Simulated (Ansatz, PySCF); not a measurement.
Protons, H atoms and electrons added to or taken from COC. Gas-phase values, no solvent. One relaxed conformer stands for each flexible species; it need not be the lowest. Strings in code marks are SMILES.

Quantity: vertical ionisation energy (energy after one electron is removed minus that of the parent at the parent's geometry), in eV.

Level 1: PBE-D3(BJ)/def2-TZVP // PBE0-D4/def2-TZVP (PySCF)
Level 2: frozen-core MP2/cc-pVTZ // PBE0-D4/def2-TZVP (Ansatz, an electronic-structure program)
Level 3: minus the HOMO energy of HF/3-21G // PBE0-D4/def2-TZVP (PySCF)
Level 4: minus the HOMO energy of HF/6-31G* // PBE0-D4/def2-TZVP (PySCF)

```csv
species,level 1,level 2,level 3,level 4
`COC`,9.72,10.44,11.15,11.40
`C[OH+]C`,18.22,19.62,20.17,20.25
```
